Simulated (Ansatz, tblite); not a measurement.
**FeF3: removing and adding an electron**

An exercise on one series of results from a longer session: the logs are not shown, and one member is left open.

The runs use Ansatz 0.2.0, Gaussian basis; as each input shows.

Plan: charge +1 quintet, at the geometry of the sextet (PBE0-D4/def2-TZVP, PBE-D4/def2-TZVP, r2SCAN-D4/def2-TZVP, ωB97X-V/def2-TZVP, ωB97M-V/def2-TZVP, B97M-V/def2-TZVP, r2SCAN0-D4/def2-TZVP, B2PLYP/def2-TZVP, CCSD(T)/def2-TZVPP); charge +1 quintet, relaxed (PBE0-D4/def2-TZVP, PBE-D4/def2-TZVP); charge -1 quintet, at the geometry of the sextet (PBE0-D4/def2-TZVPD, PBE-D4/def2-TZVPD, r2SCAN-D4/def2-TZVPD); charge -1 quintet, relaxed (PBE0-D4/def2-TZVPD, PBE-D4/def2-TZVPD); the starting sextet's energies come from earlier runs.

1 further run of the same task is left out (for a known fault of the program).

## The relaxed structure

The geometry is that of the sextet, from an earlier relaxation (PBE0-D4/def2-TZVP).

4 atoms, charge 0, spin multiplicity 6.

Atoms are counted from 1 here; the program's logs count them from 0.

Bond lengths: Fe1–F2 1.749 Å, Fe1–F3 1.749 Å, Fe1–F4 1.749 Å. Angles: F2–Fe1–F3 120.0°, F2–Fe1–F4 120.0°, F3–Fe1–F4 120.0°.

Formally the metal is d5. No spin-orbit coupling is included.

The first run:

in.yaml reads:

```yaml
crystal:
  periodic: [false, false, false]
  atoms:
    - {symbol: Fe, position_ang: [0.000019, 0.000027, -0.000119]}
    - {symbol: F, position_ang: [1.748877, -0.026936, 0.023907]}
    - {symbol: F, position_ang: [-0.851156, 1.528141, -0.013619]}
    - {symbol: F, position_ang: [-0.897729, -1.501232, -0.010169]}
basis:
  gaussian: {orbitals: def2-SVP}
total_charge: 1
magnetization: {spin_polarized: true, initial_magnetization: 4}
hamiltonian: {xc: pbe0, dispersion: d4}
output: {orbitals: {seedname: orbitals}}
```

Run with:

```console
$ ansatz run in.yaml --threads 2 --pin off --events-out ev --progress --plain --max-ram 4352MiB
```

Steps of the session up to this table: Charge +1 quintet at the fixed geometry, first pass, PBE0-D4/def2-SVP; Charge +1 quintet at the fixed geometry, PBE0-D4/def2-TZVP; Charge +1 quintet at the fixed geometry, PBE-D4/def2-TZVP; Charge +1 quintet at the fixed geometry, r2SCAN-D4/def2-TZVP; Charge +1 quintet at the fixed geometry, ωB97X-V/def2-TZVP; Charge +1 quintet at the fixed geometry, ωB97M-V/def2-TZVP; Charge +1 quintet at the fixed geometry, B97M-V/def2-TZVP; Charge +1 quintet at the fixed geometry, r2SCAN0-D4/def2-TZVP; Charge +1 quintet at the fixed geometry, B2PLYP/def2-TZVP; Charge +1 quintet at the fixed geometry, CCSD(T)/def2-TZVPP.

One of the session's tables, all rows but one given; the rest of the session is left out.

It belongs to the step «Vertical ionisation energy». Beside −ε(HOMO) of the starting state (over both spins):

```
              level  −ε(HOMO) (eV)  by difference (eV)  mismatch (eV)
   PBE-D4/def2-TZVP              ?                   ?              ?
r2SCAN-D4/def2-TZVP           8.53               12.45          -3.92
   B97M-V/def2-TZVP           8.73               12.58          -3.86
  PBE0-D4/def2-TZVP          10.56               13.26          -2.71
  ωB97X-V/def2-TZVP          13.05               13.49          -0.44
  ωB97M-V/def2-TZVP          13.10               13.55          -0.45
```

Q: Estimate the row for PBE-D4/def2-TZVP from the others.

**Answer.** −ε(HOMO) (eV): 7.68; by difference (eV): 11.77; mismatch (eV): -4.09. In the column «−ε(HOMO) (eV)» it is the lowest.

Caveats from the session: Doubts: large T1 diagnostic, spin contamination. CCSD(T)/def2-TZVPP is no safe reference here (large T1 diagnostic, spin contamination). The anion's highest level is positive in at least one run, so there the basis alone may hold the extra electron.
